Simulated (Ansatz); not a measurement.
# BNHS (quartet): from Hartree-Fock to the top rungs at distance B1–S2 = 2.719 Å, cc-pVDZ

Aim: climb from Hartree-Fock through coupled cluster and multireference methods for BNHS (quartet) at one geometry and basis, and see what each rung misses.

The runs use Ansatz 0.2.0, Gaussian basis; cc-pVDZ, core rule «outside noble gas», up to 7 orbitals frozen.

The runs, in order: UHF; CCSD(T) on ROHF; CCSD(T) on UHF; BCCD(T) on ROHF; CISD; CCSDT(Q) on ROHF; CCSDT(Q) on UHF; CASSCF and MRCISD+Q, 5 electrons in 5 orbitals; CASSCF and NEVPT2, 5 electrons in 5 orbitals; CASSCF and NEVPT2, 11 electrons in 11 orbitals.

42 further runs of the same task are left out: 5 for a known fault of the program, 1 for a mislabelled method, 29 that didn't finish, 7 set aside as unsound or not needed.

## Step 1: The geometry

The geometry derives from a PBE0/def2-TZVP stationary point (not a proven minimum). One bond is set to the value named and the two fragments are kept rigid.

4 atoms, charge 0, spin multiplicity 4.

Atoms are counted from 1 here; the program's logs count them from 0.

Bond lengths: S2–N3 1.651 Å, N3–H4 1.029 Å. Angles: S2–N3–H4 104.0°.

As a file:

```
B     0.00000   -1.14495    2.10718
S     0.00000    0.53823   -0.02821
N     0.00000   -0.37175   -1.40609
H     0.00000    0.32406   -2.16429
```

## Step 2: UHF

in.yaml reads:

```yaml
crystal:
  periodic: [false, false, false]
  atoms:
    - {symbol: B, position_ang: [0.000000, -1.144946, 2.107179]}
    - {symbol: S, position_ang: [0.000000, 0.538231, -0.028208]}
    - {symbol: N, position_ang: [0.000000, -0.371750, -1.406094]}
    - {symbol: H, position_ang: [0.000000, 0.324061, -2.164285]}
basis:
  gaussian: {orbitals: cc-pVDZ}
magnetization: {spin_polarized: true, initial_magnetization: 3}
hamiltonian: {xc: hf}
output: {orbitals: {seedname: orbitals}}
```

The run is started by

```console
> ansatz run in.yaml --threads 1 --pin off --events-out ev --progress --plain --max-ram 2393MiB
```

Further steps of the session: CCSD(T) on ROHF; CCSD(T) on UHF; BCCD(T) on ROHF; CISD; CCSDT(Q) on ROHF; CCSDT(Q) on UHF; CASSCF and MRCISD+Q, 5 electrons in 5 orbitals; CASSCF and NEVPT2, 5 electrons in 5 orbitals; CASSCF and NEVPT2, 11 electrons in 11 orbitals.

Q: Predict the results of all the runs planned. Wanted: UCCSDT(Q) below the RHF energy; RMP2 from UCCSDT(Q); UMP2 from UCCSDT(Q); RCCSD from UCCSDT(Q); RCCSD(T) from UCCSDT(Q); UCCSD(T) from UCCSDT(Q); RCCSDT(Q) from UCCSDT(Q); NEVPT2 valence from UCCSDT(Q); T1 diagnostic.

**Answer**, as computed:

```
                         quantity                      value
   UCCSDT(Q) below the RHF energy                -10.3757 eV
              RMP2 from UCCSDT(Q)            +41.91 kcal/mol
              UMP2 from UCCSDT(Q)            +43.70 kcal/mol
             RCCSD from UCCSDT(Q)             +9.82 kcal/mol
          RCCSD(T) from UCCSDT(Q)             +1.99 kcal/mol
          UCCSD(T) from UCCSDT(Q)             +2.07 kcal/mol
         RCCSDT(Q) from UCCSDT(Q)             +0.06 kcal/mol
    NEVPT2 valence from UCCSDT(Q)            +33.39 kcal/mol
levels within 1 kcal/mol (43 meV)  RCCSDT, UCCSDT, RCCSDT(Q)
                    T1 diagnostic                      0.051
   effectively unpaired electrons                       3.09
```

RCCSD(T) lands +1.99 kcal/mol from the yardstick (0.8 % of the correlation energy). The occupations are near whole numbers, but T1 = 0.051 shows that the orbitals relax strongly. These misses are within one basis, not against nature; the frozen cores of restricted and unrestricted runs differ, which can shift their rows.
